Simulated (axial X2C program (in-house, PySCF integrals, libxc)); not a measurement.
# All-electron X2C curves of PAl⁺

Aim: find the lowest determinant of PAl⁺, scan the bond at several levels and fit the constants, once spin-free and once with spin–orbit coupling.

Method: all-electron X2C, P dyall-v3z, Al dyall-v3z; program: an in-house X2C program for linear molecules on PySCF integrals.

All values are calculated.

## Step 1: Input

task.json reads:

```json
{
 "zs": [
  15,
  13
 ],
 "q": 1,
 "bas": [
  "dyall-v3z",
  "dyall-v3z"
 ],
 "levels": [
  "PBE0",
  "HF",
  "BHandHLYP"
 ],
 "cc": true,
 "r0": 2.15,
 "thr": -2.0,
 "nmax": 90,
 "npts": 10,
 "nst": 2,
 "ntry": 6
}
```

Keys: zs atomic numbers; q charge; bas basis sets; levels methods (HF also brings MP2); cc coupled cluster on or off; r0 starting distance in Å; thr threshold in hartree for freezing inner shells (an s shell follows its p shell); nmax most natural virtual spinors; npts points asked for on the curve; nst determinants followed; ntry starts of the search.

Launch:

```console
python so2c.py task.json out
```

Spin-free means the one-electron spin-free X2C Hamiltonian; two-component (2c) means X2C with spin–orbit coupling and atomic mean-field two-electron Coulomb and Gaunt terms. Basis: P dyall-v3z contracted to [8s7p2d1f], Al dyall-v3z contracted to [8s8p2d1f]; Gaussian nuclei, density fitting. Masses: P 30.974 u, Al 26.982 u.

Notation: σ, π±, δ± give the projection m of an orbital's angular momentum (0, ±1, ±2), α and β its spin, Λ and M_S the sums; ω is the projection of a spinor's total angular momentum and Ω the sum. Logs are in hartree.

The results follow Hamiltonian by Hamiltonian and level by level.

## Step 2: State search with PBE0

PBE0 moves the distance from 2.150 Å to 2.502 Å and compares determinants there.

Spin-free determinants:

```json
{"ΔE (eV)": "0.00", "state": "M_S = 3/2, Λ = 0", "open shells": "beyond closed shells: σα, π+α, π-α"}
{"ΔE (eV)": "0.34", "state": "M_S = 1/2, Λ = 0", "open shells": "beyond closed shells: σβ, π+α, π-α"}
{"ΔE (eV)": "1.19", "state": "M_S = 1/2, Λ = 2", "open shells": "beyond closed shells: σα, π+α, π+β"}
{"ΔE (eV)": "1.19", "state": "M_S = 1/2, Λ = 0", "open shells": "beyond closed shells: σα, π+β, π-α"}
{"ΔE (eV)": "1.69", "state": "M_S = 1/2, Λ = 1", "open shells": "beyond closed shells: π+α, π+β, π-α"}
{"ΔE (eV)": "1.96", "state": "M_S = 1/2, Λ = 1", "open shells": "beyond closed shells: π+α"}
{"ΔE (eV)": "3.43", "state": "M_S = 3/2, Λ = 1", "open shells": "beyond closed shells: 2 × π+α, π-α"}
```

Two-component determinants:

| ΔE (eV) | state | open shells |
| --- | --- | --- |
| 0.00 | Ω = 3/2 | excess of +ω over −ω: ω = 3/2 |
| 0.34 | Ω = 1/2 | excess of +ω over −ω: 2 × ω = -1/2, ω = 3/2 |
| 1.16 | Ω = 1/2 | excess of +ω over −ω: ω = 1/2 |
| 1.19 | Ω = 5/2 | excess of +ω over −ω: 2 × ω = 1/2, ω = 3/2 |
| 1.22 | Ω = 1/2 | excess of +ω over −ω: ω = 1/2 |
| 3.43 | Ω = 5/2 | excess of +ω over −ω: ω = -1/2, 2 × ω = 3/2 |
| 4.39 | Ω = 7/2 | excess of +ω over −ω: ω = 1/2, 2 × ω = 3/2 |

## Step 3: PBE0, spin-free

State followed: M_S = 3/2, Λ = 0 (beyond closed shells: σα, π+α, π-α). The scan is laid around 2.502 Å, a first estimate of the minimum, and this SCF restarts from the orbitals of the search.

The SCF at the reference distance of 2.502 Å:

```text
spin-free X2C-1e  PBE0
basis functions 95  fitting functions 600  grid points 4362
iter        total energy     max residual
   1       -584.472521806     1.38e-05
   2       -584.472521814     7.83e-06
   3       -584.472521816     4.74e-06
converged
one-electron -885.83222275  Coulomb 301.59109356  exact exchange -10.16024378  xc functional -31.31397703  nuclear repulsion 41.24282819
```

Along the bond, energies from the lowest point:

| R (Å) | E (eV) | μ (D) | HOMO (eV) | LUMO (eV) | iterations |
| --- | --- | --- | --- | --- | --- |
| 2.177 | 0.2895 | 2.68 | -12.84 | -9.74 | 10 |
| 2.277 | 0.1039 | 2.81 | -12.85 | -9.51 | 10 |
| 2.352 | 0.0340 | 2.90 | -12.85 | -9.50 | 10 |
| 2.427 | 0.0036 | 2.99 | -12.84 | -9.49 | 10 |
| 2.502 | 0.0000 | 3.09 | -12.84 | -9.46 | 3 |
| 2.590 | 0.0173 | 3.23 | -12.82 | -9.41 | 10 |
| 2.677 | 0.0485 | 3.39 | -12.81 | -9.33 | 10 |
| 2.790 | 0.0992 | 3.64 | -12.78 | -9.22 | 10 |
| 2.927 | 0.1670 | 4.02 | -12.72 | -9.06 | 10 |
| 3.127 | 0.2652 | 4.67 | -12.52 | -8.81 | 10 |

Dipoles are positive if Al is the positive end and refer to the centre of mass.

Outer orbitals at the reference distance:

```csv
symmetry,occupied,ε (eV),atomic character
σα,yes,-23.21,"78% P s, 8% Al p, 6% Al s"
σβ,yes,-20.15,"74% P s, 11% Al s, 9% Al p"
σα,yes,-16.09,"53% Al s, 38% P p, 6% P s"
σβ,yes,-14.66,"60% Al s, 26% P p, 10% P s"
π+α,yes,-13.42,"88% P p, 7% Al p, 4% Al d"
π-α,yes,-13.42,"88% P p, 7% Al p, 4% Al d"
σα,yes,-12.84,"38% P p, 30% Al p, 28% Al s"
σβ,no,-9.46,"44% P p, 33% Al p, 20% Al s"
π+β,no,-9.05,"67% P p, 28% Al p, 4% Al d"
π-β,no,-9.05,"67% P p, 28% Al p, 4% Al d"
π-α,no,-7.60,"88% Al p, 7% P p, 4% P d"
```

PBE0 fields in the half plane through the axis: z from -2.4 to 4.8 Å across, distance from the axis 0.15 to 2.25 Å upwards; P lies at z = 0 and Al at z = 2.502 Å; the ELF is damped to zero where the density is low.

log10 density (e/bohr³). Ten even steps from '0' (-4.89 ) to '9' (1.15 ):
```
0011122222222222222221100
0112233333333333333322211
0122334444443334443333221
1223344555444444444443321
1233455555555555555444322
1234456666655555555544332
2234556676665556776554432
2334566898666567997554432
```

ELF. Ten even steps from '0' (0.00 ) to '9' (1.00 ):
```
0000001111100000111100000
0000123443211011357753000
0001356666532224689998510
0013578887754346899999840
0025788988875555469999982
0146899767877740002899995
0157896020588711760499997
0257881767188607684199998
```

Re = 2.476 Å, ωe = 259.0 cm⁻¹, ωexe = 4.09 cm⁻¹, Be = 0.1906 cm⁻¹, De = 0.807 eV, μ = 3.05 D.

## Step 4: HF, spin-free

The SCF at the reference distance of 2.502 Å:

```text
spin-free X2C-1e  HF
basis functions 95  fitting functions 600  grid points 4362
iter        total energy     max residual
   1       -583.639276130     9.22e-02
   2       -583.651918690     3.97e-03
   3       -583.652864627     2.19e-03
   4       -583.653134344     1.15e-03
   5       -583.653204607     2.06e-04
   6       -583.653206383     1.21e-04
   7       -583.653207071     6.55e-05
   8       -583.653207391     4.18e-05
   9       -583.653207499     1.89e-05
  10       -583.653207520     1.06e-05
  11       -583.653207527     2.36e-06
  12       -583.653207528     5.80e-07
converged
one-electron -885.66720766  Coulomb 301.47382116  exact exchange -40.70264921  xc functional 0.00000000  nuclear repulsion 41.24282819
```

No constants are quoted: too few points lie around the minimum for a second fit to confirm the first.

## Step 5: BHandHLYP, spin-free

The SCF at the reference distance of 2.502 Å:

```text
spin-free X2C-1e  BHandHLYP
basis functions 95  fitting functions 600  grid points 4362
iter        total energy     max residual
   1       -584.720669928     2.72e-02
   2       -584.721766629     1.90e-03
   3       -584.721840811     8.14e-04
   4       -584.721857447     3.85e-04
   5       -584.721865030     2.28e-04
   6       -584.721866411     8.70e-05
   7       -584.721866858     3.00e-05
   8       -584.721866900     1.35e-05
   9       -584.721866903     1.08e-06
  10       -584.721866903     2.40e-07
converged
one-electron -885.95599179  Coulomb 301.73827157  exact exchange -20.33468115  xc functional -21.41229372  nuclear repulsion 41.24282819
```

Re = 2.542 Å, ωe = 207.2 cm⁻¹, ωexe = 3.76 cm⁻¹, Be = 0.1809 cm⁻¹, De = 0.566 eV, μ = 3.18 D.

## Step 6: Correlated methods, spin-free

Correlated methods: 7 electrons correlated (frozen shells, counted by type: P 2 s, 1 p; Al 2 s, 1 p), 141 virtual spinors in MP2, 89 natural virtuals in coupled cluster.

Output of the correlated part at 2.502 Å:

```text
correlated 7  virtual 141  natural virtual 89  E(MP2) -0.123215305  MP2 remainder -0.001187697
iter   CCSD correlation   residual
   1     -0.141443930   1.25e-01
   2     -0.149255339   5.54e-02
   3     -0.150272769   1.92e-02
   4     -0.150503813   7.33e-03
   5     -0.150524252   2.88e-03
   6     -0.150539188   1.08e-03
   7     -0.150548752   4.20e-04
   8     -0.150546326   1.76e-04
   9     -0.150545390   7.47e-05
  10     -0.150545422   3.42e-05
  11     -0.150545656   1.68e-05
  12     -0.150545769   7.90e-06
  13     -0.150545780   3.61e-06
(T) -0.006742970  T1 0.0324  D1 0.0558  max T2 0.102
```

T1 in the output is the amplitude norm over the root of the electron number; divide by √2 for the Lee–Taylor value.

MP2: Re = 2.612 Å, ωe = 161.8 cm⁻¹, Be = 0.1713 cm⁻¹, De = 0.426 eV.

CCSD: No constants are quoted: too few points lie around the minimum for a second fit to confirm the first.

CCSD(T): Re = 2.581 Å, ωe = 192.2 cm⁻¹, Be = 0.1755 cm⁻¹, De = 0.487 eV. T1 at Re = 0.022 (Lee–Taylor, the printed value over √2).

## Step 7: A higher determinant, spin-free

State: M_S = 1/2, Λ = 0 (beyond closed shells: σβ, π+α, π-α).

Output at the reference distance:

```text
spin-free X2C-1e  PBE0
basis functions 95  fitting functions 600  grid points 4362
iter        total energy     max residual
   1       -584.459930080     9.80e-06
   2       -584.459930083     5.11e-06
   3       -584.459930084     4.50e-06
converged
one-electron -885.78074509  Coulomb 301.54089452  exact exchange -10.15679174  xc functional -31.30611596  nuclear repulsion 41.24282819
```

| R (Å) | E above the lowest PBE0 point (eV) |
| --- | --- |
| 2.177 | 0.517 |
| 2.277 | 0.359 |
| 2.352 | 0.316 |
| 2.427 | 0.315 |
| 2.502 | 0.343 |
| 2.590 | 0.398 |
| 2.677 | 0.466 |
| 2.790 | 0.559 |
| 2.927 | 0.670 |

Re = 2.390 Å, ωe = 342 cm⁻¹, ωexe = 4.05 cm⁻¹, Be = 0.2046 cm⁻¹, μ = 3.19 D. ⟨S²⟩ = 1.78 against 0.75 for a pure state, so this determinant mixes spins. Te = 0.31 eV.

## Step 8: The spin-free curves together

Energy (eV) of the followed determinant, spin-free, from each level's lowest point:

| R (Å) | PBE0 | HF | MP2 | CCSD | CCSD(T) | BHandHLYP |
| --- | --- | --- | --- | --- | --- | --- |
| 2.177 | 0.289 | 0.518 | 0.368 | n/a | n/a | 0.331 |
| 2.277 | 0.104 | 0.311 | 0.167 | 0.203 | 0.174 | 0.138 |
| 2.352 | 0.034 | 0.211 | 0.082 | 0.107 | 0.083 | 0.059 |
| 2.427 | 0.004 | 0.142 | 0.035 | 0.048 | 0.032 | 0.017 |
| 2.502 | 0.000 | 0.092 | 0.010 | 0.016 | 0.007 | 0.000 |
| 2.590 | 0.017 | 0.051 | 0.000 | 0.001 | 0.000 | 0.000 |
| 2.677 | 0.049 | 0.025 | 0.002 | 0.000 | 0.007 | 0.014 |
| 2.790 | 0.099 | 0.007 | 0.016 | 0.012 | 0.029 | 0.043 |
| 2.927 | 0.167 | 0.000 | 0.042 | n/a | n/a | 0.086 |
| 3.127 | 0.265 | 0.009 | 0.087 | n/a | n/a | 0.154 |

## Step 9: PBE0, 2c

State followed: Ω = 3/2 (excess of +ω over −ω: ω = 3/2). The scan is laid around 2.502 Å, a first estimate of the minimum, and this SCF restarts from the orbitals of the search.

Output at 2.502 Å:

```text
two-component X2C + atomic mean field  PBE0
basis functions 95  fitting functions 600  grid points 4362
iter        total energy     max residual
   1       -584.397038868     1.12e-05
   2       -584.397038890     5.57e-06
   3       -584.397038895     3.40e-06
   4       -584.397038897     1.78e-06
   5       -584.397038898     1.52e-07
converged
one-electron -885.63129911  Coulomb 301.53313868  exact exchange -10.15824076  xc functional -31.30775127  nuclear repulsion 41.24282819  atomic mean-field constant -0.07571462
```

Along the bond, energies from the lowest point:

| R (Å) | E (eV) | μ (D) | HOMO (eV) | LUMO (eV) | iterations |
| --- | --- | --- | --- | --- | --- |
| 2.177 | 0.2906 | 2.68 | -12.84 | -9.76 | 10 |
| 2.277 | 0.1046 | 2.81 | -12.85 | -9.52 | 10 |
| 2.352 | 0.0344 | 2.90 | -12.85 | -9.50 | 10 |
| 2.427 | 0.0037 | 2.99 | -12.84 | -9.49 | 10 |
| 2.502 | 0.0000 | 3.09 | -12.83 | -9.46 | 5 |
| 2.590 | 0.0171 | 3.22 | -12.82 | -9.40 | 10 |
| 2.677 | 0.0483 | 3.39 | -12.81 | -9.33 | 10 |
| 2.790 | 0.0988 | 3.64 | -12.77 | -9.22 | 10 |
| 2.927 | 0.1665 | 4.02 | -12.72 | -9.06 | 10 |
| 3.127 | 0.2647 | 4.67 | -12.50 | -8.81 | 10 |

Dipoles are positive if Al is the positive end and refer to the centre of mass.

Outer spinors at the reference distance:

```tsv
ω	occupied	ε (eV)	atomic character	λ mixture
1/2	yes	-23.21	78% P s, 8% Al p, 6% Al s	100% σ
-1/2	yes	-20.15	74% P s, 11% Al s, 9% Al p	100% σ
1/2	yes	-16.09	53% Al s, 38% P p, 6% P s	100% σ
-1/2	yes	-14.66	60% Al s, 26% P p, 10% P s	100% σ
-1/2	yes	-13.43	88% P p, 7% Al p, 4% Al d	100% π
3/2	yes	-13.40	88% P p, 7% Al p, 4% Al d	100% π
1/2	yes	-12.83	38% P p, 30% Al p, 28% Al s	100% σ
-1/2	no	-9.46	44% P p, 33% Al p, 20% Al s	100% σ
1/2	no	-9.06	67% P p, 28% Al p, 4% Al d	100% π
-3/2	no	-9.04	67% P p, 28% Al p, 4% Al d	100% π
-1/2	no	-7.60	88% Al p, 6% P p, 4% P d	100% π
```

PBE0 fields in the half plane through the axis: z from -2.4 to 4.8 Å across, distance from the axis 0.15 to 2.25 Å upwards; P lies at z = 0 and Al at z = 2.502 Å; the ELF is damped to zero where the density is low.

log10 density (e/bohr³). Ten even steps from ' ' (-4.89 ) to '@' (1.15 ):
```
    ......::::::::::::::::::::::::::::::::....    
  ....::::------------------------------::::::....
  ..::::----============------======--------::::..
..::::----====++++++======================----::..
..::----==++++++++++++++++++++++++++++======--::::
..::--====++**********++++++++++++++++++====----::
::::--==++++****##******++++++**####**++++====--::
::----==++****%%@@%%******++**##@@@@##++++====--::
```

ELF. Ten even steps from '0' (0.00 ) to '9' (1.00 ):
```
0000001111100000111100000
0000123443211011357753000
0001356666532224689998510
0013578887754346899999840
0025788988875555469999982
0146899767877740002899995
0157896020588711760499997
0257881767188607684199998
```

Re = 2.477 Å, ωe = 258.7 cm⁻¹, ωexe = 4.09 cm⁻¹, Be = 0.1905 cm⁻¹, De = 0.806 eV, μ = 3.05 D.

## Step 10: HF, 2c

The SCF at the reference distance of 2.502 Å:

```text
two-component X2C + atomic mean field  HF
basis functions 95  fitting functions 600  grid points 4362
iter        total energy     max residual
   1       -583.564009915     9.22e-02
   2       -583.576647083     3.97e-03
   3       -583.577592808     2.18e-03
   4       -583.577862575     1.15e-03
   5       -583.577932962     2.05e-04
   6       -583.577934801     1.20e-04
   7       -583.577935549     6.46e-05
   8       -583.577935928     4.10e-05
   9       -583.577936079     1.82e-05
  10       -583.577936125     9.30e-06
  11       -583.577936153     6.29e-06
  12       -583.577936164     4.57e-06
  13       -583.577936172     2.90e-06
  14       -583.577936176     1.37e-06
  15       -583.577936177     4.61e-07
converged
one-electron -885.46619303  Coulomb 301.41576561  exact exchange -40.69462233  xc functional 0.00000000  nuclear repulsion 41.24282819  atomic mean-field constant -0.07571462
```

No constants are quoted: too few points lie around the minimum for a second fit to confirm the first.

## Step 11: BHandHLYP, 2c

Output at 2.502 Å:

```text
two-component X2C + atomic mean field  BHandHLYP
basis functions 95  fitting functions 600  grid points 4362
iter        total energy     max residual
   1       -584.645175883     2.72e-02
   2       -584.646272190     1.90e-03
   3       -584.646346294     8.14e-04
   4       -584.646362901     3.84e-04
   5       -584.646370469     2.27e-04
   6       -584.646371848     8.67e-05
   7       -584.646372299     2.99e-05
   8       -584.646372343     1.34e-05
   9       -584.646372347     1.52e-06
  10       -584.646372347     1.03e-06
converged
one-electron -885.75502030  Coulomb 301.68025914  exact exchange -20.33066800  xc functional -21.40805675  nuclear repulsion 41.24282819  atomic mean-field constant -0.07571462
```

Re = 2.543 Å, ωe = 207.0 cm⁻¹, ωexe = 3.75 cm⁻¹, Be = 0.1808 cm⁻¹, De = 0.566 eV, μ = 3.18 D.

## Step 12: MP2 and beyond, 2c

Correlated methods: 7 electrons correlated (frozen shells, counted by type: P 2 s, 1 p; Al 2 s, 1 p), 141 virtual spinors in MP2, 90 natural virtuals in coupled cluster.

Output of the correlated part at 2.502 Å:

```text
correlated 7  virtual 141  natural virtual 90  E(MP2) -0.123216711  MP2 remainder -0.001164388
iter   CCSD correlation   residual
   1     -0.141457896   1.25e-01
   2     -0.149267942   5.54e-02
   3     -0.150284937   1.92e-02
   4     -0.150516945   7.35e-03
   5     -0.150537637   2.89e-03
   6     -0.150552600   1.10e-03
   7     -0.150562317   4.40e-04
   8     -0.150559807   1.99e-04
   9     -0.150558728   1.01e-04
  10     -0.150558677   5.95e-05
  11     -0.150559058   3.60e-05
  12     -0.150559269   2.11e-05
  13     -0.150559309   1.24e-05
  14     -0.150559354   6.86e-06
  15     -0.150559396   3.84e-06
  16     -0.150559419   2.05e-06
  17     -0.150559414   1.16e-06
(T) -0.006749761  T1 0.0325  D1 0.0559  max T2 0.102
```

MP2: Re = 2.613 Å, ωe = 161.7 cm⁻¹, Be = 0.1712 cm⁻¹, De = 0.426 eV.

CCSD: No constants are quoted: too few points lie around the minimum for a second fit to confirm the first.

CCSD(T): Re = 2.582 Å, ωe = 192.0 cm⁻¹, Be = 0.1754 cm⁻¹, De = 0.487 eV. T1 at Re = 0.022 (Lee–Taylor, the printed value over √2).

## Step 13: A higher determinant, 2c

State: Ω = 1/2 (excess of +ω over −ω: 2 × ω = -1/2, ω = 3/2).

Output at the reference distance:

```text
two-component X2C + atomic mean field  PBE0
basis functions 95  fitting functions 600  grid points 4362
iter        total energy     max residual
   1       -584.384439503     4.85e-05
   2       -584.384439490     5.70e-05
   3       -584.384439556     1.76e-06
   4       -584.384439556     7.70e-07
converged
one-electron -885.57977363  Coulomb 301.48290858  exact exchange -10.15479214  xc functional -31.29989593  nuclear repulsion 41.24282819  atomic mean-field constant -0.07571462
```

| R (Å) | E above the lowest PBE0 point (eV) |
| --- | --- |
| 2.177 | 0.518 |
| 2.277 | 0.360 |
| 2.352 | 0.316 |
| 2.427 | 0.315 |
| 2.502 | 0.343 |
| 2.590 | 0.398 |
| 2.677 | 0.466 |
| 2.790 | 0.559 |
| 2.927 | 0.670 |

Re = 2.391 Å, ωe = 342 cm⁻¹, ωexe = 4.05 cm⁻¹, Be = 0.2045 cm⁻¹, μ = 3.19 D. Te = 0.31 eV.

## Step 14: The 2c curves together

Energy (eV) of the followed determinant, 2c, from each level's lowest point:

| R (Å) | PBE0 | HF | MP2 | CCSD | CCSD(T) | BHandHLYP |
| --- | --- | --- | --- | --- | --- | --- |
| 2.177 | 0.291 | 0.520 | 0.369 | n/a | n/a | 0.332 |
| 2.277 | 0.105 | 0.312 | 0.167 | 0.203 | 0.175 | 0.139 |
| 2.352 | 0.034 | 0.212 | 0.083 | 0.107 | 0.084 | 0.059 |
| 2.427 | 0.004 | 0.142 | 0.035 | 0.049 | 0.032 | 0.017 |
| 2.502 | 0.000 | 0.092 | 0.010 | 0.017 | 0.007 | 0.000 |
| 2.590 | 0.017 | 0.052 | 0.000 | 0.001 | 0.000 | 0.000 |
| 2.677 | 0.048 | 0.025 | 0.002 | 0.000 | 0.007 | 0.014 |
| 2.790 | 0.099 | 0.007 | 0.016 | 0.012 | 0.029 | 0.043 |
| 2.927 | 0.167 | 0.000 | 0.041 | n/a | n/a | 0.086 |
| 3.127 | 0.265 | 0.009 | 0.087 | n/a | n/a | 0.153 |

The whole job took 54 s on 1 thread of Arm Neoverse V2, shared host.

## Step 15: Constants

Lowest determinant that the search found at its distance, spin-free: M_S = 3/2, Λ = 0 (beyond closed shells: σα, π+α, π-α).

Lowest determinant that the search found at its distance, 2c: Ω = 3/2 (excess of +ω over −ω: ω = 3/2).

```json
{"Hamiltonian": "spin-free", "level": "PBE0", "Re (Å)": "2.476", "ωe (cm⁻¹)": "259.0", "De (eV)": "0.807", "μ (D)": "3.05"}
{"Hamiltonian": "spin-free", "level": "MP2", "Re (Å)": "2.612", "ωe (cm⁻¹)": "161.8", "De (eV)": "0.426", "μ (D)": "n/a"}
{"Hamiltonian": "spin-free", "level": "CCSD(T)", "Re (Å)": "2.581", "ωe (cm⁻¹)": "192.2", "De (eV)": "0.487", "μ (D)": "n/a"}
{"Hamiltonian": "spin-free", "level": "BHandHLYP", "Re (Å)": "2.542", "ωe (cm⁻¹)": "207.2", "De (eV)": "0.566", "μ (D)": "3.18"}
{"Hamiltonian": "2c", "level": "PBE0", "Re (Å)": "2.477", "ωe (cm⁻¹)": "258.7", "De (eV)": "0.806", "μ (D)": "3.05"}
{"Hamiltonian": "2c", "level": "MP2", "Re (Å)": "2.613", "ωe (cm⁻¹)": "161.7", "De (eV)": "0.426", "μ (D)": "n/a"}
{"Hamiltonian": "2c", "level": "CCSD(T)", "Re (Å)": "2.582", "ωe (cm⁻¹)": "192.0", "De (eV)": "0.487", "μ (D)": "n/a"}
{"Hamiltonian": "2c", "level": "BHandHLYP", "Re (Å)": "2.543", "ωe (cm⁻¹)": "207.0", "De (eV)": "0.566", "μ (D)": "3.18"}
```

Dipoles are positive if Al is the positive end and refer to the centre of mass. No constants: spin-free HF (too few points lie around the minimum for a second fit to confirm the first); spin-free CCSD (too few points lie around the minimum for a second fit to confirm the first); 2c HF (too few points lie around the minimum for a second fit to confirm the first); 2c CCSD (too few points lie around the minimum for a second fit to confirm the first).

Time per point (s) on 1 thread of Arm Neoverse V2, shared host (2c runs); the times are rough: PBE0 0.18, MP2 0.14, CCSD(T) 2.1, BHandHLYP 0.2.

At CCSD(T), going from spin-free to two-component changes Re by +1 mÅ, ωe by -0.1 %, which is small (part of it comes from the scalar share of the two-electron terms). De moves by 0.00 eV; both De rest on single-determinant atoms, which can miss part of an open shell's spin–orbit lowering.

De refers to P + Al+, each in the lowest determinant found, which need not be this curve's own limit. Each curve is one determinant whose occupation by symmetry is held fixed; it was picked as the lowest of a PBE0 search that is not exhaustive. De is counted from the lowest determinant-based energies of the atoms at the same level, without counterpoise correction. Density functionals use the spin component along the axis (collinear). CCSD and (T) use frozen natural virtuals with an MP2 correction for the truncation. With several unpaired electrons one determinant need not be a pure state. T1 at Re is 0.022 (Lee–Taylor), above the customary mark of 0.02.
